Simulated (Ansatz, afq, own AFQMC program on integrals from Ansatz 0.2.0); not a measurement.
AFQMC on a folder of integrals that Ansatz 0.2.0 wrote.

```yaml
crystal:
  periodic: [false, false, false]
  atoms:
    - {symbol: Al, position_ang: [0.000000, 0.000000, 0.000000]}
    - {symbol: H, position_ang: [0.000000, 0.000000, 4.566000]}
basis:
  gaussian: {orbitals: aug-cc-pVDZ}
total_charge: -1
magnetization: {spin_polarized: true, initial_magnetization: 1}
correlation: {method: ccsd_t, electrons: outside_noble_gas, hamiltonian_folder: ham}
```

```sh
$ ansatz run in.yaml --threads 1 --pin off --events-out ev --progress --plain --max-ram 24576MiB --backend cuda --devices 0, --max-vram 18GiB
```

Options of the walk:

```
--method phaseless --trial hf --walkers 4000 --populations 20 --least-time 40 --time-step 0.005 --steps-per-block 20 --equilibration-blocks 160 --max-blocks 4000 --target-error 0.00135 --factor-cut 1e-05 --start spin_pure --seed 4432 --taylor-order 6
```

Times are imaginary, in 1/Eh. The walk had a cap of 49 s. With eight or more populations the least sampling time is a fifth of least-time, and the error comes from their spread.

Log:

```
orbitals 31  electrons 3 2  factors 184 of 356
reference energy -242.36991842 Eh
CCSD correlation -0.08692832 Eh in 20 cycles, weight of the determinant in the CISD state 0.8546
energy of the start -242.370078 Eh
 block  time / (1/Eh)  mean weight  energy / Eh
     1     0.100  1.0001  -242.377771
     2     0.200  1.0002  -242.384406
     3     0.300  1.0002  -242.390119
     4     0.400  1.0004  -242.395256
     5     0.500  1.0002  -242.399950
     7     0.700  1.0003  -242.408320
     9     0.900  1.0002  -242.414968
    13     1.300  1.0000  -242.425018
    25     2.500  1.0001  -242.442503
    37     3.700  1.0000  -242.451579
    49     4.900  1.0001  -242.454004
    61     6.100  1.0001  -242.456716
    73     7.300  1.0000  -242.453149
    85     8.500  1.0002  -242.455384
    97     9.700  1.0001  -242.454626
   109    10.900  1.0001  -242.457236
   121    12.100  0.9999  -242.459028
   133    13.300  1.0001  -242.457054
   145    14.500  1.0000  -242.456042
   157    15.700  1.0001  -242.458053
   169    16.900  1.0001  -242.458377
   181    18.100  1.0000  -242.461826
   193    19.300  1.0002  -242.464704
   205    20.500  1.0002  -242.461159
   217    21.700  0.9998  -242.457639
   229    22.900  1.0000  -242.456439
   235    23.500  1.0001  -242.456769
error from the spread of 20 populations
energy -242.459598 +/- 0.000848 Eh
(rows thinned)
```

The run passed its tests (sampling time, drift between the halves within three errors, error under three times the target), which doesn't prove that it has relaxed, ending at its cap on processor time.

Against this walk (error 23.1 meV) on the same determinant: CCSD(T) 26.7 meV higher (within the noise), CCSDT(Q) 10.4 meV lower (within the noise), CCSDTQ 11.0 meV lower (within the noise), full CI 11.2 meV lower (within the noise), a separate phaseless walk with a CISD trial and standard settings 3.9 ± 23.1 meV higher (within the noise). The error is statistical and leaves out the bias of the constraint.

Cautions: constraint bias not in the error; an unrestricted solution with more broken spin lies lower (203 meV, ⟨S²⟩ 1.64); strong correlation (T1 0.052, weight of the determinant 0.85, largest double 0.09).

The walk took 49 s on 1 × NVIDIA H100 80GB HBM3 with 2 threads of AMD EPYC 7R13 Processor (Zen 3), with other jobs on the host (the card was shared). The log's last line is the phaseless energy.

CCSDT and higher add their correlation energy to the determinant of the CCSD(T) run, since their own runs factorise the integrals more tightly (a shift of under 2 meV). A walk keeps the symmetry of its determinant, which the program's search chose and which needn't be the lowest solution, so a lower state of the same spin and another symmetry isn't excluded.
